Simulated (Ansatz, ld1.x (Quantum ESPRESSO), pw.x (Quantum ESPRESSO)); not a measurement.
tungsten (W): one change to the RRKJ potential, in the atom and in the sc crystal

```json
{"Element": "W (Z = 74)", "Generator": "ld1.x (Quantum ESPRESSO) 7.5", "Type": "norm-conserving RRKJ (Kleinman–Bylander form)", "Functional": "LDA (PW92)", "Relativity": "scalar-relativistic", "Frozen core": "[Xe] 4f14", "Valence charge": "6", "Reference configuration": "5d4 6s2 6p0", "Partial waves": "6p (bound, empty): rc 2.65 bohr; 5d (bound): rc 2.10 bohr; 6s (bound): rc 2.70 bohr", "Local potential": "the s channel", "Core correction": "Bessel-smoothed model core inside 2.15 bohr"}
```

Change: wave 6p (bound): rc 2.65 bohr becomes 6p (bound): rc 3.68 bohr.

Cutoffs, loose and tight: the cutoffs (Ry, on a coarse ladder) from which the occupation-weighted sum of valence levels, in a spherical-Bessel basis at the reference potential, stays within 10 and 1 mRy of its value at 400 Ry. They do not see the model core or the augmentation charge, which bear on the density cutoff. Test errors are all-electron minus pseudo excitation energies from the reference, over the configurations 5d4 6s1 6p0; 5d4 6s0 6p0; 5d3 6s0 6p0; 5d4 6s0 6p1; 5d2 6s0 6p0; 5d4 6s1 6p1; 5d3 6s2 6p0 (two spin-polarised tests are not counted in the largest error); variants that change the core or the reference have their own tests.

Crystal test: sc W in pw.x 7.5, no spin, 13³ k-points, Fermi–Dirac smearing 0.01 Ry, cutoffs set for each file from its atomic test. The reference is all-electron LAPW (Ansatz 0.2.0) with the same functional, mesh and smearing; V0 and B0 come from Birch–Murnaghan fits to the pressures at five volumes. Errors are pseudo minus all-electron; Δ is the rms difference of the E(V) curves that follow from these fits, minima aligned, over ±6 % about the mean V0. Mesh and smearing are coarse, so the numbers serve the comparison and aren't converged zero-temperature values; the lattice is a test structure that the element need not adopt.

All-electron: a0 = 2.590 Å (V0 = 17.36 Å³/atom), B0 = 240.5 GPa.

Q: Does the change bring the crystal closer to the all-electron result?

A: The mean pressure error goes from +7.79 to +4.03 GPa, so the change moves the solid closer to the all-electron pressures.

```tsv
quantity	base	changed
outcome (atom)	generated	generated
cutoff, loose (atom)	30 Ry	30 Ry
cutoff, tight (atom)	35 Ry	35 Ry
bound ghosts (atom)	none	none
largest test error (meV) (atom)	-660	-660
cutoffs in pw.x (Ry)	50/200	50/200
a0 (Å)	2.617	2.604
a0 error (%)	+1.07	+0.57
B0 error (%)	-2.5	-2.7
Δ (meV/atom)	29.3	15.4
mean pressure error (GPa)	+7.79	+4.03
```

Base: The largest radius (2.70 bohr) exceeds half the bond length (2.45 bohr), so the spheres overlap, which is one possible source of error among others. This is a poor potential for the solid. Changed file: The largest radius (3.68 bohr) exceeds half the bond length (2.45 bohr), so the spheres overlap, which is one possible source of error among others. This is a poor potential for the solid. The atomic cutoffs weigh occupied waves only.
